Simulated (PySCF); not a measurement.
C$_{2}$H$_{3}$, SMILES `[CH]=C` (charge 0, multiplicity 2)

Calculation: PySCF 2.14.0 with ωB97X-D3(BJ)/def2-TZVP // B3LYP-D3(BJ)/def2-TZVP.

```yaml
highest_occupied_spin_orbital: -9.29 eV
dipole_moment: 0.72 D
total_energy: -77.9662 Ha
cost: about 40 core-seconds (a rough figure)
```

Bonded distances (Å): C1–C2 1.301, C1–H3 1.078, C2–H4 1.092, C2–H5 1.087. Bond angles (°): C2–C1–H3 138.8, C1–C2–H4 121.9, C1–C2–H5 122.2, H4–C2–H5 115.9.
Charge 0, spin multiplicity 2.
